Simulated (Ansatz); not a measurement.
The first iterations of a band of BH3 + ClH (6 atoms, charge 0, multiplicity 1).

Computed with Ansatz 0.2.0, RKS B3LYP-D4/def2-SVPD.

```yaml
movable_images: 4
climbing_image: no
spring: 5.0 eV/Å²
optimiser: quadratic models (default)
start_path: through a guess of the saddle point
force_threshold: 0.05 eV/Å
iteration_limit: 60
end_points: relaxed
```

Image 0:

```xyz
6
Properties=species:S:1:pos:R:3
B -0.001 0.234 -0.036
H -0.005 0.689 1.078
H 1.037 0.150 -0.635
H -1.042 0.079 -0.615
Cl 0.094 -2.187 0.820
H 0.045 -1.888 2.077
```

Image 5:

```xyz
6
Properties=species:S:1:pos:R:3
B 0.025 -0.581 -0.482
H 0.027 0.387 2.238
H 1.047 0.040 -0.501
H -1.062 -0.082 -0.493
Cl 0.126 -2.333 -0.462
H -0.036 -0.355 2.389
```

| iteration | highest image above the first end (eV) | largest band force component (eV/Å) |
| --- | --- | --- |
| 1 | 1.291 | 3.618 |
| 2 | 0.472 | 2.110 |

Does the band converge within its limit, and where does its top end?

The run converged. It ended after 8 iterations with the highest image 0.371 eV above the first end. No image climbed, so the highest image needn't sit at the top of the path. The orbitals stay closed-shell, which can raise the energy where a bond breaks towards radicals; this wasn't checked here.

Time of the run: 38 s on 1 thread of Intel(R) Xeon(R) 6975P-C (Granite Rapids) (shared host), peak memory 0.14 GiB.
